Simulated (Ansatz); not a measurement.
# HMgN: the cost of one run

Computed with Ansatz 0.2.0, Gaussian basis. Level: def2-QZVPP, core rule «outside noble gas», up to 6 orbitals frozen.

To be run: UHF; ROHF; CCSD(T) on UHF.

2 further runs of the same task are left out: 1 that didn't finish, 1 set aside as unsound or not needed.

## 1. The system

The geometry is a PBE0/def2-TZVP stationary point (not a proven minimum) of the parent state, kept for this charge and spin.

3 atoms, charge 0, spin multiplicity 3.

Atoms are counted from 1 here; the program's logs count them from 0.

Bond lengths: N1–Mg2 2.006 Å, Mg2–H3 1.697 Å. Angles: N1–Mg2–H3 180.0°.

## 2. UHF

in.yaml

```yaml
crystal:
  periodic: [false, false, false]
  atoms:
    - {symbol: N, position_ang: [0.000000, 0.000000, 1.902852]}
    - {symbol: Mg, position_ang: [0.000000, 0.000000, -0.102990]}
    - {symbol: H, position_ang: [0.000000, 0.000000, -1.799862]}
basis:
  gaussian: {orbitals: "def2-QZVPP.json"}
magnetization: {spin_polarized: true, initial_magnetization: 2}
hamiltonian: {xc: hf}
output: {orbitals: {seedname: orbitals}}
```

Run with:

```
$ ansatz run in.yaml --threads 1 --pin off --events-out ev --progress --plain --max-ram 2393MiB
```

Q: Estimate wall time and peak memory on 1 thread of AMD EPYC 7B13, shared host.

About 6.5 s, with a peak of 0.29 GiB.
